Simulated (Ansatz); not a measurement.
# BNH (quartet): wave-function methods side by side at distance B1–H3 = 1.206 Å, 6-31G

Aim: climb from Hartree-Fock through coupled cluster and multireference methods for BNH (quartet) at one geometry and basis, and see what each rung misses.

Method: 6-31G, core rule «outside noble gas», up to 2 orbitals frozen; program: Ansatz 0.2.0, Gaussian basis.

To be run: UHF; CCSD(T) on ROHF; CCSD(T) on UHF; BCCD(T) on ROHF; CISD; CCSDT(Q) on ROHF; CCSDT(Q) on UHF; CCSDTQ on ROHF; CASSCF and MRCISD+Q, 5 electrons in 5 orbitals; CASSCF and NEVPT2, 5 electrons in 5 orbitals; CASSCF and MRCISD+Q, 9 electrons in 9 orbitals; CASSCF and NEVPT2, 9 electrons in 9 orbitals; Full CI.

17 further runs of the same task are left out: 12 that didn't finish, 5 set aside as unsound or not needed.

**1. What is computed**

The geometry derives from a PBE0/def2-TZVP stationary point (not a proven minimum). One bond is set to the value named and the two fragments are kept rigid.

3 atoms, charge 0, spin multiplicity 4.

Atoms are counted from 1 here; the program's logs count them from 0.

Bond lengths: B1–N2 1.503 Å, B1–H3 1.206 Å. Angles: N2–B1–H3 117.0°.

**2. UHF**

in.yaml reads:

```yaml
crystal:
  periodic: [false, false, false]
  atoms:
    - {symbol: B, position_ang: [0.000000, -0.185227, 0.772970]}
    - {symbol: N, position_ang: [0.000000, 0.087426, -0.705019]}
    - {symbol: H, position_ang: [0.000000, 0.771807, 1.506451]}
basis:
  gaussian: {orbitals: 6-31G}
magnetization: {spin_polarized: true, initial_magnetization: 3}
hamiltonian: {xc: hf}
output: {orbitals: {seedname: orbitals}}
```

Command:

```bash
$ ansatz run in.yaml --threads 1 --pin off --events-out ev --progress --plain --max-ram 2393MiB
```

The runs that follow: CCSD(T) on ROHF; CCSD(T) on UHF; BCCD(T) on ROHF; CISD; CCSDT(Q) on ROHF; CCSDT(Q) on UHF; CCSDTQ on ROHF; CASSCF and MRCISD+Q, 5 electrons in 5 orbitals; CASSCF and NEVPT2, 5 electrons in 5 orbitals; CASSCF and MRCISD+Q, 9 electrons in 9 orbitals; CASSCF and NEVPT2, 9 electrons in 9 orbitals; Full CI.

**Question.** What will the summary of the whole plan be? Wanted: FCI below the RHF energy; RMP2 from FCI; UMP2 from FCI; RCCSD from FCI; RCCSD(T) from FCI; UCCSD(T) from FCI; RCCSDT(Q) from FCI; UCCSDT(Q) from FCI; MRCISD+Q pair from FCI.

As calculated:

| quantity | value |
| --- | --- |
| FCI below the RHF energy | -3.0697 eV |
| RMP2 from FCI | +686.8 meV |
| UMP2 from FCI | +671.2 meV |
| RCCSD from FCI | +75.4 meV |
| RCCSD(T) from FCI | +21.0 meV |
| UCCSD(T) from FCI | +20.3 meV |
| RCCSDT(Q) from FCI | +0.5 meV |
| UCCSDT(Q) from FCI | -0.8 meV |
| MRCISD+Q pair from FCI | +25.7 meV |
| NEVPT2 valence from FCI | +379.4 meV |
| MRCISD+Q valence from FCI | +16.2 meV |
| levels within 1 kcal/mol (43 meV) | RCCSD(T), UCCSD(T), BCCD(T), RCCSDT, UCCSDT, RCCSDT(Q), UCCSDT(Q), RCCSDTQ, MRCISD+Q pair, MRCISD+Q valence |
| T1 diagnostic | 0.024 |
| effectively unpaired electrons | 3.02 |

**Reading.** RCCSD(T) misses by +21.0 meV, 0.7 % of the correlation energy. One determinant dominates. Of the multireference levels listed MRCISD+Q valence comes nearest in total energy (+16.2 meV), which doesn't show that its space is the better one. These misses are within one basis, not against nature; the frozen cores of restricted and unrestricted runs differ, which can shift their rows.
